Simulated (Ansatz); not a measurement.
Two isomers of C5H8: A = `CC=C1CC1`, B = `C=CC1CC1`.

Gas-phase electronic energies from Ansatz, PBE0-D4/def2-TZVP geometries. CBS: MP2 limit from def2 TZ/QZ plus the TZ coupled-cluster correction, frozen cores. DFT in def2-TZVPP. One conformer a species, not always the lowest.

A:

Z-matrix (Å, degrees):
```
C
C 1 1.492
H 1 1.095 2 111.1
H 1 1.095 2 111.1 3 118.6
H 1 1.091 2 111.1 3 -120.7
C 2 1.317 1 124.4 3 120.5
H 2 1.088 1 117.2 3 -59.5
C 6 1.456 2 148.9 1 -180.0
C 6 1.459 2 147.8 1 -0.0
H 8 1.086 6 118.9 2 -73.7
H 8 1.086 6 118.9 2 73.6
H 9 1.086 6 118.9 2 73.7
H 9 1.086 6 118.9 2 -73.7
```

B:

```xyz
13

C     0.134   -0.034    2.260
C     0.439    0.175    0.985
C    -0.401   -0.195   -0.158
C    -0.418    0.687   -1.380
C     0.250   -0.644   -1.440
H     0.802    0.266    3.058
H    -0.796   -0.513    2.548
H     1.384    0.659    0.738
H    -1.339   -0.678    0.097
H     0.206    1.572   -1.360
H    -1.363    0.815   -1.892
H     1.333   -0.671   -1.463
H    -0.231   -1.440   -1.995
```

Task: Which is lower in electronic energy at CCSD(T)/CBS, and by how much? (Best estimate.)

Result: Computed: B, by 38.5 kJ/mol.

Task: Give E(B) − E(A) in kJ/mol with CCSD/def2-TZVPP, r2SCAN-D4, MP2/def2-TZVPP, HF/def2-TZVPP, B2PLYP, PBE-D4, CCSD(T)/def2-TZVPP. (An estimate is asked.)

Result: Ansatz gave: CCSD/def2-TZVPP -39.1, r2SCAN-D4 -32.3, MP2/def2-TZVPP -39.9, HF/def2-TZVPP -39.9, B2PLYP -35.0, PBE-D4 -27.9, CCSD(T)/def2-TZVPP -39.2. None reverses the order clearly.

Largest T1 diagnostic: 0.010.

From PBE to PBE0 (25 % exact exchange), in def2-TZVPP and without D4, E(B) − E(A) moves by −3.3 kJ/mol.
